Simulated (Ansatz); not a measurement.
C2H7Cl, singlet: a pair in one relaxed arrangement.

in.yaml

```yaml
crystal:
  periodic: [false, false, false]
  atoms:
    - {symbol: C, position_ang: [-0.029471, -0.136671, -1.916837]}
    - {symbol: H, position_ang: [-0.810235, 0.181609, -1.226377]}
    - {symbol: H, position_ang: [0.831127, 0.526790, -1.829078]}
    - {symbol: H, position_ang: [-0.409485, -0.097999, -2.937276]}
    - {symbol: H, position_ang: [0.271546, -1.158367, -1.684465]}
    - {symbol: C, position_ang: [0.168416, 0.092406, 1.936832]}
    - {symbol: Cl, position_ang: [-1.508051, 0.629314, 1.719401]}
    - {symbol: H, position_ang: [0.602083, -0.090522, 0.956517]}
    - {symbol: H, position_ang: [0.165904, -0.821374, 2.526439]}
    - {symbol: H, position_ang: [0.718366, 0.874713, 2.454745]}
basis:
  gaussian: {orbitals: def2-SVP}
hamiltonian: {xc: {name: wB97M-V}}
```

Launched with

```bash
ansatz run in.yaml --threads 4 --pin off --events-out ev --progress --plain --max-ram 9574MiB
```

Output of Ansatz 0.2.0:

```
Functional definition: wB97M-V
  name "wB97M-V"
  cite "Mardirossian & Head-Gordon, J. Chem. Phys. 144, 214110 (2016) doi:10.1063/1.4952647"
  cite "Becke, J. Chem. Phys. 107, 8554 (1997) doi:10.1063/1.475007"
  cite "Vydrov & Van Voorhis, J. Chem. Phys. 133, 244103 (2010) doi:10.1063/1.3521275"
  # Of w^i u^j: cxij and so on, Table III.
  parameter omega = 0.3/bohr
  parameter cx = 0.15
  parameter cx01 = 1.007
  parameter cx10 = 0.259
  parameter css00 = 0.443
  parameter css04 = -1.437
  parameter css10 = -4.535
  parameter css20 = -3.390
  parameter css43 = 4.278
  parameter cos00 = 1.000
  parameter cos10 = 1.358
  parameter cos20 = 2.924
  parameter cos21 = -8.812
  parameter cos60 = -1.390
  parameter cos61 = 9.142
  parameter b = 6.0
  parameter c = 0.01
  gx(w, u) = 1 - cx + cx01*u + cx10*w
  gss(w, u) = css00 + css04*u^4 + css10*w + css20*w^2 + css43*w^4*u^3
  gos(w, u) = cos00 + cos10*w + (cos20 + cos21*u)*w^2 + (cos60 + cos61*u)*w^6
  exchange = spin_sum(e_x_unif_sr(omega)*gx(b97_w, b97_u_x)) + cx*exact_x_sr(omega) + exact_x_lr(omega)
  correlation = spin_sum(e_c_pw_mod_same_spin*gss(b97_w, b97_u_same))
      + integral(e_c_pw_mod_opposite_spin*gos(b97_w_opposite, b97_u_opposite)) + vv10(b, c)
928 factors; their error is unknown
232 factors; integrals over basis functions are off by at most 1.0e-5 eV
mean field evaluation 1: about -14700.5307 eV, gradient 3.1e1 eV
mean field evaluation 2: about -14701.8508 eV, gradient 2.0e1 eV
mean field evaluation 4: about -14702.8468 eV, gradient 5.3e-1 eV
mean field evaluation 8: about -14702.8671 eV, gradient 1.1e-1 eV
mean field -14702.86709404 eV, -540.3203997446 hartree, gradient 1.6e-5 eV, S^2 0.000000; 0 other end points of the search recorded, 0 dependent functions left out
reference -14702.86713134 eV, -540.3204011155 hartree; 18, 18 occupied and 63, 63 virtual orbitals, 928 factors
Total energy: -14702.86713134 eV, -540.3204011155 hartree
```

Hardware: 4 CPU threads of an Intel Xeon Platinum 8488C, shared host. Wall time about 2.1 s.
